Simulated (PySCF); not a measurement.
**C: electron affinity**

C⁻ [He] 2s2 2p3 (4S) → C [He] 2s2 2p2 (3P), as a difference of total energies. Computed with PySCF 2.14 in aug-cc-pCVQZ-DK, with the spin-free X2C one-electron Hamiltonian (Gaussian nucleus). Correlated levels: valence: 1s2 frozen; valence and next inner shell: nothing frozen. The calculations carry no spin-orbit coupling.

```
                                method  electron affinity (eV)
                                   UHF                   0.448
                                   LDA                   1.804
                                   PBE                   1.584
                                  PBE0                   1.412
                                r2SCAN                   1.486
                                  BLYP                   1.352
                                  BP86                   1.637
                                  TPSS                   1.441
                         MP2 (valence)                   1.283
                     SCS-MP2 (valence)                   0.988
    MP2 (valence and next inner shell)                   1.288
SCS-MP2 (valence and next inner shell)                   0.990
```

**Question.** How much does correlation contribute at MP2 (valence and next inner shell)?

**Answer.** 1.288 − (0.448) = 0.840 eV, measured against UHF.

Errors of the correlated levels include the incompleteness of this basis and the frozen core.

In the anion the highest occupied orbital energy is positive at LDA, PBE, PBE0, r2SCAN, BLYP, BP86, TPSS, a self-interaction effect; the basis confines that electron, and the energy difference can still be sensible.

For comparison: 1.262 eV (measured; photodetachment measurements, as compiled on the Wikipedia data page of electron affinities).
